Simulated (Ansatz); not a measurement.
# ClFH4Si: the cost of one run

All numbers below are computed with Ansatz 0.2.0 (RKS PBE0-D4/def2-SVP).

1 further run of the same task is left out (it didn't finish).

### Step 1. Starting point

Bond lengths: Si1–F2 1.940 Å, Si1–H3 1.460 Å, Si1–H4 1.459 Å, Si1–H5 1.459 Å, Si1–Cl6 2.430 Å, Cl6–H7 1.572 Å. Angles: F2–Si1–H3 109.5°, F2–Si1–H4 109.5°, F2–Si1–H5 109.5°, F2–Si1–Cl6 71.6°, H3–Si1–H4 109.5°, H3–Si1–H5 109.5°, H3–Si1–Cl6 178.9°, H4–Si1–H5 109.5°, H4–Si1–Cl6 70.0°, H5–Si1–Cl6 70.0°, Si1–Cl6–H7 61.9°.

As a file:

```xyz
7

Si    0.0000    0.0000    0.0000
F     0.0000    0.0000    1.9400
H     1.3768    0.0000   -0.4862
H    -0.6877    1.1914   -0.4862
H    -0.6877   -1.1914   -0.4862
Cl   -2.3060    0.0000    0.7662
H    -1.1666    0.0000    1.8490
```

### Step 2. A restrained relaxation towards end A

Springs on the bonds that form and break draw the guess towards this end; the thresholds are loose.

The input, input.yaml:

```yaml
crystal:
  periodic: [false, false, false]
  atoms:
    - { symbol: Si, position_ang: [0.0, 0.0, 0.0] }
    - { symbol: F, position_ang: [0.0, 0.0, 1.94] }
    - { symbol: H, position_ang: [1.3768, 0.0, -0.4862] }
    - { symbol: H, position_ang: [-0.6877, 1.1914, -0.4862] }
    - { symbol: H, position_ang: [-0.6877, -1.1914, -0.4862] }
    - { symbol: Cl, position_ang: [-2.306, 0.0, 0.7662] }
    - { symbol: H, position_ang: [-1.1666, 0.0, 1.849] }
basis:
  gaussian: { orbitals: def2-SVP }
hamiltonian:
  xc: pbe0
  dispersion: d4
relax:
  f_tol: 0.15
  max_steps: 25
  restrain:
    - { distance: [0, 5], at: 3.33, k: 30.0 }
    - { distance: [6, 1], at: 2.12, k: 30.0 }
    - { distance: [0, 1], at: 1.59, k: 30.0 }
    - { distance: [6, 5], at: 1.37, k: 30.0 }
```

Run with:

```
$ ansatz run input.yaml --threads 1 --pin off --max-ram 2048MiB --backend cpu --events-out ev --progress --plain --runs-dir out
```

**Question.** How long does this run take on 1 thread of Intel Xeon at 2.60GHz (Ice Lake), shared host, and how much memory does it need?

About 13 s, with a peak of 0.16 GiB.
